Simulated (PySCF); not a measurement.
## Atomic charges against the basis set

Hydrogen diatomic, H₂.
Cartesian coordinates in Å at the PBE0-D3(BJ)/def2-SVP level; atoms count from 1:
```xyz
2
H2 angstrom
H      0.3830   -0.0065   -0.0049
H     -0.3775    0.0090   -0.0234
```

PBE0 throughout (PySCF), one geometry, spherical d and f functions. Geometry: PBE0-D3(BJ)/def2-SVP; no solvent, vibrations or thermal averaging. Atoms taken as equivalent share a column and are averaged.

Mulliken charges (e):

| basis | functions | H1/H2 |
| --- | --- | --- |
| pcSseg-0 | 4 | 0.000 |
| pcSseg-1 | 10 | 0.000 |
| cc-pVDZ | 10 | 0.000 |
| aug-cc-pVDZ | 18 | 0.000 |
| IGLO-III | 20 | 0.000 |
| cc-pVTZ | 28 | 0.000 |
| pcSseg-3 | 66 | 0.000 |

IAO charges (e):

| basis | functions | H1/H2 |
| --- | --- | --- |
| pcSseg-0 | 4 | 0.000 |
| pcSseg-1 | 10 | 0.000 |
| cc-pVDZ | 10 | 0.000 |
| aug-cc-pVDZ | 18 | 0.000 |
| IGLO-III | 20 | 0.000 |
| cc-pVTZ | 28 | 0.000 |
| pcSseg-3 | 66 | 0.000 |

Hirshfeld charges (e):

```csv
basis,functions,H1/H2
pcSseg-0,4,0.000
pcSseg-1,10,0.000
cc-pVDZ,10,0.000
aug-cc-pVDZ,18,0.000
IGLO-III,20,0.000
cc-pVTZ,28,0.000
pcSseg-3,66,0.000
```

Question: Which scheme is steadiest as the basis changes?

Answer: Largest range over the bases for any column: Hirshfeld 0.00 e, IAO 0.00 e, Mulliken 0.00 e. The schemes move by about as much.

Question: How much do the charges still move between the two largest bases, cc-pVTZ and pcSseg-3?

Answer: At most, over all atoms: Mulliken 0.000 e, IAO 0.000 e, Hirshfeld 0.000 e.

Question: What do the same runs give for the total energy and the frontier levels?

Answer: 
| basis | energy (Eh) | HOMO (eV) | LUMO (eV) |
| --- | --- | --- | --- |
| pcSseg-0 | -1.1580 | -11.96 | 2.44 |
| pcSseg-1 | -1.1656 | -11.87 | 1.96 |
| cc-pVDZ | -1.1637 | -11.80 | 2.34 |
| aug-cc-pVDZ | -1.1639 | -11.84 | 0.72 |
| IGLO-III | -1.1686 | -11.89 | 1.51 |
| cc-pVTZ | -1.1683 | -11.89 | 1.90 |
| pcSseg-3 | -1.1689 | -11.89 | 1.02 |
